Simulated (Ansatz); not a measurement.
Cartesian coordinates in Å:
```
C 0.330 -0.153 -1.423
C -0.080 0.394 -0.064
C -1.358 -0.249 0.453
C 1.057 0.236 0.919
F 0.746 0.806 2.115
F 1.312 -1.079 1.165
H 0.507 -1.229 -1.370
H 1.243 0.323 -1.793
H -0.459 0.024 -2.157
H -0.233 1.477 -0.149
H -2.177 -0.068 -0.245
H -1.643 0.155 1.425
H -1.234 -1.329 0.555
H 1.990 0.691 0.569
```

The species carries charge 0 and has multiplicity 1.

Q: List the B3LYP/def2-TZVPP orbital energies in eV (the Gaussian-basis code of Ansatz). (Estimate.)

A: Ansatz gave: Occupied: -671.77, -671.77, -281.03, -277.37, -276.86, -276.67, -34.14, -32.54, -22.47, -19.13, -18.98, -16.35, -15.10, -14.94, -13.95, -12.65, -11.93, -11.56, -11.14, -11.01, -10.73, -10.60, -9.72, -9.62, -9.00. Lowest empty: 0.77, 1.72, 1.88, 2.14, 2.52, 2.83, 3.09, 3.41.

B3LYP here is the variant with VWN-RPA as its local correlation; programs differ in this.
